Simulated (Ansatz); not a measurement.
**SiS (singlet): from Hartree-Fock to the top rungs at distance Si1–S2 = 1.764 Å, cc-pVDZ**

How much of the correlation energy of SiS (singlet) does each wave-function method recover here?

Program: Ansatz 0.2.0, Gaussian basis. Level of theory: cc-pVDZ, core rule «outside noble gas», up to 10 orbitals frozen. These are calculated values, not measurements.

The runs, in order: UHF; CCSD(T) on RHF; BCCD(T) on RHF; CISD; CCSDT(Q) on RHF; CCSDTQ on RHF; CASSCF and MRCISD+Q, 2 electrons in 2 orbitals; CASSCF and NEVPT2, 2 electrons in 2 orbitals; CASSCF and MRCISD+Q, 10 electrons in 8 orbitals; CASSCF and NEVPT2, 10 electrons in 8 orbitals.

19 further runs of the same task are left out: 2 for a known fault of the program, 14 that didn't finish, 3 set aside as unsound or not needed.

### 1 The system

The geometry derives from a PBE0/def2-TZVP stationary point (not a proven minimum). One bond is set to the value named and the two fragments are kept rigid.

2 atoms, charge 0, spin multiplicity 1.

Atoms are counted from 1 here; the program's logs count them from 0.

Bond lengths: Si1–S2 1.764 Å.

### 2 UHF

Input file in.yaml:

```yaml
crystal:
  periodic: [false, false, false]
  atoms:
    - {symbol: Si, position_ang: [0.000000, 0.000000, 0.000000]}
    - {symbol: S, position_ang: [0.000000, 0.000000, 1.764000]}
basis:
  gaussian: {orbitals: cc-pVDZ}
magnetization: {spin_polarized: true, initial_magnetization: 0}
hamiltonian: {xc: hf}
output: {orbitals: {seedname: orbitals}}
```

Run with:

```console
$ ansatz run in.yaml --threads 1 --pin off --events-out ev --progress --plain --max-ram 2393MiB
```

The runs that follow: CCSD(T) on RHF; BCCD(T) on RHF; CISD; CCSDT(Q) on RHF; CCSDTQ on RHF; CASSCF and MRCISD+Q, 2 electrons in 2 orbitals; CASSCF and NEVPT2, 2 electrons in 2 orbitals; CASSCF and MRCISD+Q, 10 electrons in 8 orbitals; CASSCF and NEVPT2, 10 electrons in 8 orbitals.

**Question.** What will the summary of the whole plan be? Wanted: RCCSDTQ from the RHF energy; RMP2 from RCCSDTQ; RCCSD from RCCSDTQ; RCCSD(T) from RCCSDTQ; RCCSDT(Q) from RCCSDTQ; NEVPT2 valence from RCCSDTQ; MRCISD+Q valence from RCCSDTQ; T1 diagnostic; effectively unpaired electrons.

**Answer**, as computed:

| quantity | value |
| --- | --- |
| RCCSDTQ from the RHF energy | -6.2499 eV |
| RMP2 from RCCSDTQ | +86.8 kJ/mol |
| RCCSD from RCCSDTQ | +27.2 kJ/mol |
| RCCSD(T) from RCCSDTQ | +3.9 kJ/mol |
| RCCSDT(Q) from RCCSDTQ | -0.1 kJ/mol |
| NEVPT2 valence from RCCSDTQ | +105.9 kJ/mol |
| MRCISD+Q valence from RCCSDTQ | +3.2 kJ/mol |
| levels within 1 kcal/mol (43 meV) | RCCSD(T), BCCD(T), RCCSDT, RCCSDT(Q), MRCISD+Q valence |
| T1 diagnostic | 0.018 |
| effectively unpaired electrons | 0.03 |

In words: RCCSD(T) misses by +3.9 kJ/mol, 0.7 % of the correlation energy. One determinant dominates. Of the multireference levels listed MRCISD+Q valence comes nearest in total energy (+3.2 kJ/mol), which doesn't show that its space is the better one. These misses are within one basis, not against nature.
